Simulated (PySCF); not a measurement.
**Reproducing measurements on hydrogen isocyanide**

**Experimental background.**

From NIST CCCBDB Release 22 (SRD 101), experimental dipoles, for the gas: dipole moment (microwave Stark effect, vibrational ground state) 3.05 ± 0.1 D.

How close the calculation comes is told at the end.

Compound: hydrogen isocyanide, CHN.
Numbering: `[C-:1]#[NH+:2]` (hydrogens: H3 on N2)

Structure used (GFN2-xTB), in Å, numbered top down from 1:
```xyz
3
CHN angstrom
C      1.0615    0.3892   -0.0061
N     -0.0475    0.0542   -0.0041
H     -1.0025   -0.2341   -0.0024
```

The PySCF runs (gas phase, on this GFN2-xTB geometry; no spin–orbit coupling):

| level | job | basis functions |
| --- | --- | --- |
| PBE0/pcSseg-1 | shieldings, charges and field gradients | 39 |
| KT2/def2-QZVP | shieldings | 144 |
| PBE0/Sadlej pVTZ, grid level 3 | shieldings, density and orbital grids written | 57 |
| PW91/pcSseg-1, grid level 4 | shieldings, charges and field gradients | 39 |
| wB97X-D/def2-SVPD | 8 singlets by full TDDFT, 3 Tamm–Dancoff triplets, polarisability | 48 |
| B3LYP/pcJ-1 | spin–spin couplings from 3 perturbed nuclei | 64 |

## Comparison

**Dipole moment.** Measured: 3.05 D (NIST CCCBDB Release 22 (SRD 101), experimental dipoles).

```
            level  computed (D)  computed − measured (D)  % (from the printed values)
    PBE0/pcSseg-1          3.00                    -0.05                           -2
    KT2/def2-QZVP          2.99                    -0.06                           -2
 PBE0/Sadlej pVTZ          3.11                    +0.06                           +2
    PW91/pcSseg-1          3.04                    -0.01                            0
wB97X-D/def2-SVPD          3.15                    +0.10                           +3
      B3LYP/pcJ-1          3.00                    -0.05                           -2
```

Closest is PW91/pcSseg-1 (-0.01 D), furthest wB97X-D/def2-SVPD (+0.10 D); one molecule doesn't rank methods. The computed dipoles belong to one fixed geometry; measured ones are averaged over vibrations unless marked μe. Magnitudes are compared, not signs.

The geometry is computed, not the measured one. Where a level misses, the cause wasn't examined.
